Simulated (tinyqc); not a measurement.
Worked calculation: RHF in the sto-6g basis, for H2O, spin multiplicity 1. One step of it, computed by the program tinyqc.

Problem. Iteration 16 (converged): orbitals. Diagonalise F' = X^T F X, C = X C', fill 5 alpha and 5 beta electrons from the bottom; D = 2 C_occ C_occ^T. Each column has its largest component positive (the first on a tie).

converged F (hartree), lower triangle:
```
             1O 1s      1O 2s     1O 2px     1O 2py     1O 2pz      2H 1s      3H 1s
1O 1s   -20.512418
1O 2s    -4.966323  -2.359595
1O 2px    0.000000   0.000000  -0.406866
1O 2py    0.000000   0.000000   0.000000  -0.329700
1O 2pz   -0.030565  -0.152206   0.000000   0.000000  -0.385641
2H 1s    -1.253910  -1.053881   0.000000  -0.369437  -0.424097  -0.621609
3H 1s    -1.253910  -1.053881   0.000000   0.369437  -0.424097  -0.481371  -0.621609
```

X, lower triangle:
```
            1O 1s      1O 2s    1O 2px     1O 2py     1O 2pz      2H 1s     3H 1s
1O 1s    1.022852
1O 2s   -0.139145   1.258233
1O 2px   0.000000   0.000000  1.000000
1O 2py   0.000000   0.000000  0.000000   1.102949
1O 2pz  -0.010838   0.132213  0.000000   0.000000   1.073644
2H 1s    0.019734  -0.302681  0.000000  -0.225941  -0.169107   1.232040
3H 1s    0.019734  -0.302681  0.000000   0.225941  -0.169107  -0.121164  1.232040
```

Give: F' = X^T F X; orbital energies; coefficients C; D after iteration 16.

Solution.

F' = X^T F X (hartree), lower triangle:
```
          1        2        3        4        5        6       7
1  -20.1826
2   -2.5036  -1.1900
3    0.0000   0.0000  -0.4069
4    0.0000   0.0000   0.0000  -0.0471
5   -0.0474   0.1245   0.0000   0.0000  -0.1865
6   -0.2282  -0.5234   0.0000  -0.4641  -0.3703   0.0220
7   -0.2282  -0.5234   0.0000   0.4641  -0.3703  -0.1394  0.0220
```

orbital energies (hartree): MO1 -20.5157, MO2 -1.3017, MO3 -0.6074, MO4 -0.4913, MO5 -0.4069, MO6 0.6321, MO7 0.7216

coefficients C:
```
            MO1      MO2      MO3      MO4     MO5      MO6      MO7
1O 1s    0.9966  -0.2198   0.0000   0.1044  0.0000  -0.1183   0.0000
1O 2s    0.0161   0.8261   0.0000  -0.5787  0.0000   0.8864   0.0000
1O 2px   0.0000   0.0000   0.0000   0.0000  1.0000   0.0000   0.0000
1O 2py   0.0000   0.0000   0.6314   0.0000  0.0000   0.0000   0.9591
1O 2pz   0.0036   0.1510   0.0000   0.7421  0.0000   0.8087   0.0000
2H 1s   -0.0038   0.1543   0.4494   0.2838  0.0000  -0.7958  -0.8744
3H 1s   -0.0038   0.1543  -0.4494   0.2838  0.0000  -0.7958   0.8744
```

D after iteration 16, lower triangle:
```
          1O 1s    1O 2s  1O 2px   1O 2py  1O 2pz    2H 1s   3H 1s
1O 1s    2.1050
1O 2s   -0.4518   2.0351
1O 2px   0.0000   0.0000  2.0000
1O 2py   0.0000   0.0000  0.0000   0.7973
1O 2pz   0.0958  -0.6093  0.0000   0.0000  1.1470
2H 1s   -0.0162  -0.0736  0.0000   0.5675  0.4678   0.6127
3H 1s   -0.0162  -0.0736  0.0000  -0.5675  0.4678  -0.1952  0.6127
```
